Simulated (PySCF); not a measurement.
Rotational lines of LiH

Lines J+1 ← J of the vibrational ground state, computed from RHF-CCSD(T) constants of LiH, ¹Σ⁺ (singlet), closed shell (PySCF, no relativity, basis sets Li def2-TZVPP, H def2-TZVPP; masses 7.0160 and 1.0078 u), in MHz:

```tsv
J	ν (MHz)
2	1327425
3	1767063
4	2204269
5	2638435
6	3068953
```

Question: Find B0 and the effective bond length r0; with αe = 0.210 cm⁻¹, find Re.

Answer: ν = 2B0(J+1) − 4D(J+1)³ gives B0 = 7.3949 cm⁻¹. With the reduced mass μred = 0.88124 u, r0 = √(16.8576/(μred·B0)) (u, cm⁻¹, Å) = 1.6084 Å. Be = B0 + αe/2 = 7.4999 cm⁻¹ gives Re = 1.597 Å.

Correlated steps freeze no core orbitals. Where the molecule has an RHF reference, its open-shell atoms are computed with UHF.
